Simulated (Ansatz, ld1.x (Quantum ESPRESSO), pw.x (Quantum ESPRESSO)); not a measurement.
## What a changed setting does to a pw.x run (diamond Al)

Potential: norm-conserving Troullier–Martins (Kleinman–Bylander form), ld1.x (Quantum ESPRESSO) 7.5, PBEsol; core [Ne], reference 3s2 3p1; waves: 3p (bound): rc 2.70 bohr; 3d channel at 0.4 Ry: rc 2.20 bohr; 3s (bound): rc 1.40 bohr; local part: the s channel; core correction: Bessel-smoothed model core inside 1.25 bohr.

The reference run (k-mesh 8³, cutoffs 85/340 Ry, Fermi–Dirac 0.01 Ry, mixing_beta 0.4, conv_thr 1e-9, no spin) gives -0.35 GPa at 26.969 Å³/atom, where all-electron LAPW gives 0.01 GPa. This run, with its own iteration cap, changes smearing to mv.

```
&control
  calculation='scf', prefix='x', pseudo_dir='./', outdir='./tmp', tstress=.true., disk_io='none'
/
&system
  ibrav=0, nat=2, ntyp=1, ecutwfc=85, ecutrho=340, nbnd=10,
  occupations='smearing', smearing='mv', degauss=0.01
/
&electrons
  conv_thr=1e-09, mixing_beta=0.4, electron_maxstep=50
/
ATOMIC_SPECIES
Al 1.0 Al.UPF
CELL_PARAMETERS angstrom
  0.00000000 2.99885141 2.99885141
  2.99885141 0.00000000 2.99885141
  2.99885141 2.99885141 0.00000000
ATOMIC_POSITIONS crystal
Al 0.0000 0.0000 0.0000
Al 0.2500 0.2500 0.2500
K_POINTS automatic
8 8 8 0 0 0
```

```bash
pw.x < Al.scf.in > Al.scf.out
```

**Question.** How does the run end?

**Answer.** It converges in 7 iterations; the free energy moves by +23.0 meV/atom and the pressure by -0.08 GPa. This scheme is built to cancel the term in the square of the width that Fermi–Dirac smearing leaves in the F of a metal.

```
Message from routine setup:
     using ibrav=0 with symmetry is DISCOURAGED, use correct ibrav instead
     lattice parameter (alat)  =       8.0144  a.u.
     unit-cell volume          =     363.9917 (a.u.)^3
     number of electrons       =         6.00
     number of Kohn-Sham states=           10
     kinetic-energy cutoff     =      85.0000  Ry
     charge density cutoff     =     340.0000  Ry
     scf convergence threshold =      1.0E-09
     Exchange-correlation= PBESOL
     number of k points=    29  Marzari-Vanderbilt smearing, width (Ry)=  0.0100
     iteration #  1     ecut=    85.00 Ry     beta= 0.40
     total energy              =     -20.10954310 Ry
     estimated scf accuracy    <       0.00907854 Ry
     iteration #  2     ecut=    85.00 Ry     beta= 0.40
     total energy              =     -20.10908008 Ry
     estimated scf accuracy    <       0.00316521 Ry
     iteration #  3     ecut=    85.00 Ry     beta= 0.40
     total energy              =     -20.10911503 Ry
     estimated scf accuracy    <       0.00000257 Ry
     iteration #  4     ecut=    85.00 Ry     beta= 0.40
     total energy              =     -20.10911832 Ry
     estimated scf accuracy    <       0.00000066 Ry
     iteration #  5     ecut=    85.00 Ry     beta= 0.40
     total energy              =     -20.10911834 Ry
     estimated scf accuracy    <       0.00000003 Ry
     iteration #  6     ecut=    85.00 Ry     beta= 0.40
     total energy              =     -20.10911834 Ry
     estimated scf accuracy    <          6.3E-09 Ry
     iteration #  7     ecut=    85.00 Ry     beta= 0.40
     the Fermi energy is     2.8348 ev
!    total energy              =     -20.10911834 Ry
     estimated scf accuracy    <          6.9E-11 Ry
     smearing contrib. (-TS)   =      -0.00009217 Ry
     The total energy is F=E-TS. E is the sum of the following terms:
     one-electron contribution =       3.16390237 Ry
     hartree contribution      =       0.38748359 Ry
     xc contribution           =     -15.10542445 Ry
     ewald contribution        =      -8.55498769 Ry
     convergence has been achieved in   7 iterations
          total   stress  (Ry/bohr**3)                   (kbar)     P=       -4.33
     Message from routine punch:
     Nothing written, as per user request (disk_io='none')
```

The run took about 18 s on one core of a shared host (Neoverse-V1, 32 threads, 247 GiB, load 25).
